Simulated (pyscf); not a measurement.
Structures and frequencies: ωB97X-D3(BJ)/def2-SVP in PySCF.

Task: HO–B(F)–F + silane (SiH₄) -> HO–BH–F + F–SiH₃
Surface: singlet. Broken: B–F, H–Si. Formed: B–H, F–Si. Give ΔE‡ and ΔE from ωB97M-D3(BJ)/def2-TZVP, relative to the separated reactants.

Result: ΔE‡ = 31.4 kcal/mol, ΔE = +3.2 kcal/mol. Zero-point energy shifts the barrier by +2.0 kcal/mol. It is a four-centre exchange, with an imaginary mode of 390i cm⁻¹. The same reactants have a lower exit, to HO–SiH₃ + F–BH–F (barrier +24.3 kcal/mol at ωB97M-D3(BJ)/def2-TZVP, against +31.4 kcal/mol here). This is the saddle that the search found; another between the same sides may lie lower.
